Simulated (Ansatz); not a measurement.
A run of Ansatz (development build ahead of 0.2.0) on triplet NO(-) at this shape:

```xyz
2

N     0.0000    0.0000    0.0000
O     0.0000    0.0000    1.2700
```

Its results:

| Property | Result |
| --- | --- |
| Converged | yes |
| Reference energy | -129.26923 hartree |
| CCSD correlation energy | -0.43603 hartree |
| Triples correction | -0.02074 hartree |
| Total energy | -129.72599 hartree |
| Spin squared of the determinant | 2.000 |

(1) Which input gives this output? Name the method, the orbitals and the basis set, and write the input.

Results:

(1) ROHF-CCSD(T) in aug-cc-pVTZ.

```yaml
crystal:
  periodic: [false, false, false]
  atoms:
    - { symbol: "N", position_ang: [0.0, 0.0, 0.0] }
    - { symbol: O, position_ang: [0.0, 0.0, 1.27] }
basis:
  gaussian: { orbitals: aug-cc-pVTZ }
total_charge: -1
magnetization:
  initial_magnetization: 2
hamiltonian:
  xc: hf
correlation:
  method: ccsd_t
  frozen_orbitals: { "N": 1, O: 1 }
```
